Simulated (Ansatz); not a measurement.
# C3H4ClN: the cost of one run

All numbers below are computed with Ansatz 0.2.0 (RKS B3LYP-D4/STO-3G).

## 1. Starting point

Bond lengths: N1–C2 1.223 Å, C2–C3 1.375 Å, C2–C4 1.355 Å, C3–C4 1.548 Å, C4–Cl5 1.810 Å, N1–H6 1.099 Å, C3–H7 1.070 Å, C3–H8 1.146 Å, C4–H9 1.124 Å. Angles (14 of 16 angles, heavy atoms first): N1–C2–C3 140.5°, N1–C2–C4 150.4°, C3–C2–C4 69.1°, C2–C3–C4 54.9°, C2–C4–C3 56.1°, C2–C4–Cl5 118.8°, C3–C4–Cl5 115.8°, C2–N1–H6 109.3°, C2–C3–H7 121.0°, C2–C3–H8 116.9°, C4–C3–H7 123.5°, C4–C3–H8 116.5°, C2–C4–H9 123.9°, C3–C4–H9 124.2°.

Structure file:

```xyz
9

N     0.1355    1.2952   -1.2649
C     0.1056    0.4164   -0.4143
C     0.8316   -0.6699    0.0149
C    -0.4680   -0.1499    0.6751
Cl   -1.9363   -1.1845    0.4497
H    -0.7589    1.9258   -1.1659
H     0.8799   -1.5655   -0.5694
H     1.8101   -0.4527    0.5710
H    -0.5112    0.3387    1.6866
```

## 2. End point A

input.yaml reads:

```yaml
crystal:
  periodic: [false, false, false]
  atoms:
    - { symbol: "N", position_ang: [0.1355, 1.2952, -1.2649] }
    - { symbol: C, position_ang: [0.1056, 0.4164, -0.4143] }
    - { symbol: C, position_ang: [0.8316, -0.6699, 0.0149] }
    - { symbol: C, position_ang: [-0.468, -0.1499, 0.6751] }
    - { symbol: Cl, position_ang: [-1.9363, -1.1845, 0.4497] }
    - { symbol: H, position_ang: [-0.7589, 1.9258, -1.1659] }
    - { symbol: H, position_ang: [0.8799, -1.5655, -0.5694] }
    - { symbol: H, position_ang: [1.8101, -0.4527, 0.571] }
    - { symbol: H, position_ang: [-0.5112, 0.3387, 1.6866] }
basis:
  gaussian: { orbitals: STO-3G }
hamiltonian:
  xc: b3lyp
  dispersion: d4
relax:
  f_tol: 0.015
  max_steps: 40
output:
  orbitals: {}
```

Launch:

```console
> ansatz run input.yaml --threads 1 --pin off --max-ram 2048MiB --backend cpu --events-out ev --progress --plain --runs-dir out
```

Q: Estimate wall time and peak memory on 1 thread of Arm Neoverse N1, shared host.

About 37 s, with a peak of 0.12 GiB.
